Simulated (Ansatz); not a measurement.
**Which is lower?**

The two ends of one reaction step of CH$_{8}$OSi, closed shell (PBE0-D4/def2-TZVP).

A:

| atom | x (Å) | y (Å) | z (Å) |
| --- | --- | --- | --- |
| Si1 | -0.8856 | 1.0099 | -1.3861 |
| H2 | 0.4402 | 1.4847 | -1.8495 |
| H3 | -0.9550 | -0.4732 | -1.4270 |
| H4 | -1.1914 | 1.5089 | -0.0243 |
| H5 | -1.9208 | 1.5361 | -2.3197 |
| H6 | 1.7602 | -0.6146 | -0.0360 |
| O7 | 1.1788 | -0.0850 | 0.5141 |
| C8 | 0.5330 | -0.9339 | 1.4379 |
| H9 | -0.0889 | -1.6888 | 0.9421 |
| H10 | 1.2454 | -1.4388 | 2.1003 |
| H11 | -0.1157 | -0.3053 | 2.0482 |

B:

Si1  (-1.434, 0.690, -0.383)
H2  (3.048, 0.298, -1.423)
H3  (-2.414, -0.401, -0.649)
H4  (-1.907, 1.454, 0.806)
H5  (-1.321, 1.582, -1.559)
H6  (2.328, 0.332, -1.221)
O7  (0.067, 0.074, -0.122)
C8  (0.343, -0.825, 0.928)
H9  (-0.246, -1.745, 0.833)
H10  (1.401, -1.085, 0.885)
H11  (0.134, -0.375, 1.906)
(Å)

Program: Ansatz 0.2.0. Basis: def2-TZVPP. Cores are frozen in the correlated methods. B3LYP uses VWN-RPA correlation.

Problem. Which structure is lower at CCSD(T), and by how much? (An estimate is asked for; the value comes from the calculation.)

Solution. By the calculation: B, by 13.65 kcal/mol (electronic energy, against the other). By their contacts, A is a complex of CH₄O ([CH3][OH]) + SiH₄ and B is a complex of CH₆OSi ([CH3][O][SiH3]) + H₂.

All methods give the same order:

```
      method  E(B) − E(A) (kcal/mol)
       SPW92                  -11.44
      PBE-D4                  -12.18
     BLYP-D4                  -14.44
   r2SCAN-D4                  -14.11
      B97M-V                  -13.38
     PBE0-D4                  -12.19
    B3LYP-D4                  -14.18
  r2SCAN0-D4                  -13.74
    BHLYP-D4                  -14.31
CAM-B3LYP-D4                  -14.14
     wB97X-V                  -13.39
     wB97M-V                  -13.53
      B2PLYP                  -14.54
    PBE-QIDH                  -13.55
  RPA on PBE                  -13.42
          HF                  -14.02
         MP2                  -15.53
        CCSD                  -13.34
     CCSD(T)                  -13.65
```

T1 diagnostic: at most 0.011.

Labels in which every atom is bracketed show which atoms are joined, not bond orders.

For scale, one of the runs: CCSD(T)/def2-TZVPP, 216 basis functions, launched by `ansatz run in.yaml --threads 4 --pin off --events-out ev --progress --plain --max-ram 9574MiB`. Hardware: 4 CPU threads of an Intel Xeon, shared host. Wall time 61 s; peak host memory 3.1 GiB.
